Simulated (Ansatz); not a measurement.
bcc Na was calculated with PBE-D4 in Ansatz (plane waves, PAW).

Run with plane-wave cutoff 520 eV, 18×18×18 k mesh, Fermi–Dirac smearing 0.05 eV, scalar-relativistic PAW data made under PBE.

A third-order Birch–Murnaghan fit to the energies gives V0 = 36.695 Å³/atom, B0 = 7.87 GPa, B′ = 3.7.

| V (Å³/atom) | P (GPa) |
|---|---|
| 34.500 | [?] |
| 35.234 | 0.344 |
| 35.968 | [?] |
| 36.702 | -0.002 |
| 37.436 | -0.152 |
| 38.170 | [?] |
| 38.904 | -0.413 |

Q: Estimate the withheld pressures from this fit; the answers are the runs' own values.

A: 
- 34.500, P (GPa): 0.543
- 35.968, P (GPa): 0.163
- 38.170, P (GPa): -0.288

The formula P = (3/2) B0 (x^(7/3) − x^(5/3)) [1 + (3/4)(B′ − 4)(x^(2/3) − 1)] with x = V0/V meets the computed pressures within 0.01 GPa when these rounded values are put in.

Measured, for comparison: bulk modulus 7.9 GPa (0 K value with the zero-point phonon effect removed, our sources range from 7.63 to 7.91; as tabulated in Mejia-Rodriguez and Trickey (2018), arXiv:1807.09216); equilibrium volume per atom 37.42 Å³/atom (static lattice: zero-point anharmonic expansion removed; as tabulated in Mejia-Rodriguez and Trickey (2018), arXiv:1807.09216). Computed (rounded) less measured: bulk modulus -0.4 % (inside the range of the sources held), equilibrium volume per atom -2.0 %.

Ansatz is an electronic-structure program.
